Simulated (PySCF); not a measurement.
Ligands exchanged one at a time, Al F-I. All species are isolated molecules in the gas phase. Strings in code marks are SMILES.

The dipole moment from two functionals at the same geometries (B3LYP-D3(BJ)/def2-TZVP), both in PySCF: PBE-D3(BJ)/def2-TZVP and B3LYP-D3(BJ)/def2-TZVP. B3LYP has the VWN-RPA correlation part, as in Gaussian. 

```json
[
 {"species": "0 of 3 F replaced by I (`[F][Al]([F])[F]`)", "PBE-D3(BJ)/def2-TZVP (D)": "0.00", "B3LYP-D3(BJ)/def2-TZVP (D)": "0.00"},
 {"species": "1 of 3 F replaced by I", "PBE-D3(BJ)/def2-TZVP (D)": "1.14", "B3LYP-D3(BJ)/def2-TZVP (D)": "1.14"},
 {"species": "2 of 3 F replaced by I (`[Al]([I])([I])[F]`)", "PBE-D3(BJ)/def2-TZVP (D)": "0.99", "B3LYP-D3(BJ)/def2-TZVP (D)": "0.99"},
 {"species": "3 of 3 F replaced by I (`[I][Al]([I])[I]`)", "PBE-D3(BJ)/def2-TZVP (D)": "0.00", "B3LYP-D3(BJ)/def2-TZVP (D)": "0.00"}
]
```

Over these rows, drawn at random from the members with no instability flagged (it was tested for open shells, ions and some series alone), PBE minus B3LYP-D3(BJ): mean 0.00 D, from 0.00 D to +0.01 D.
